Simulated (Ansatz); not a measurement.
Litharge SnO, treated with PBE (plane waves, PAW; Ansatz, a program for electronic structure).

Total energies, extrapolated to zero smearing (they compare only within this program, potentials and cutoff; free atoms with spin allowed, lowest state found):

| system | energy (eV/atom) |
|---|---|
| litharge SnO, relaxed | -3295.8553 |
| free Sn atom | -6021.0425 |
| free O atom | -561.8508 |

### Question
Work out the cohesive energy per atom.

### Answer
E_coh = [1 × (-6021.0425) + 1 × (-561.8508)]/2 − (-3295.8553) = 4.41 eV/atom. The reference value is 4.29 eV/atom (derived here from tabulated measurements, 0 K, copied from a table, unchecked, atomisation enthalpy taken to 0 K with CODATA's H(298.15)-H(0) of solid and atoms; inputs from Wang et al. (2021), doi:10.1038/s41598-021-94550-5), not set against a level without spin–orbit coupling.

Spin–orbit coupling is left out; its size isn't shown.

The PAW data were made under PBE.

Note: for a layered or molecular solid the relaxed cell lies over 5 % above the published volume, where the minimum can be shallow. Note: the cell comes from a level without a dispersion term, which matters for the spacing of layers, chains or molecules.
